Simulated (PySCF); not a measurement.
Molecule: `C=O`, CH2O.

Molfile (atoms numbered from 1):
```
CH2O
     RDKit          3D

  4  3  0  0  0  0  0  0  0  0999 V2000
    0.0018   -0.0004   -0.0004 C   0  0  0  0  0  0  0  0  0  0  0  0
    1.1451   -0.2060   -0.2854 O   0  0  0  0  0  0  0  0  0  0  0  0
   -0.7410   -0.8263    0.1417 H   0  0  0  0  0  0  0  0  0  0  0  0
   -0.4060    1.0326    0.1441 H   0  0  0  0  0  0  0  0  0  0  0  0
  1  2  2  0
  1  3  1  0
  1  4  1  0
M  END
```

Geometry PBE0-D3(BJ)/def2-SVP throughout; GIAO in PySCF, gas phase, one conformer, non-relativistic; equivalent atoms averaged; basis pcSseg-2.

For orientation, LC-wPBE gives these shifts δ (against TMS, H2O at the same level): C1 210.8, O2 773.5, H3/H4 9.86 ppm.

A run gave: C1 189.9, O2 701.1, H3/H4 9.89 ppm (shifts δ (against TMS, H2O at the same level)).

Q: Which functional was used in that run?
A. B97-2
B. KT2
C. BP86
D. LDA
E. PBE

A: B. O2 tells them apart best: KT2 gives 701.1, PBE gives 763.8, BP86 gives 753.6, B97-2 gives 739.4, LDA gives 813.1 ppm.
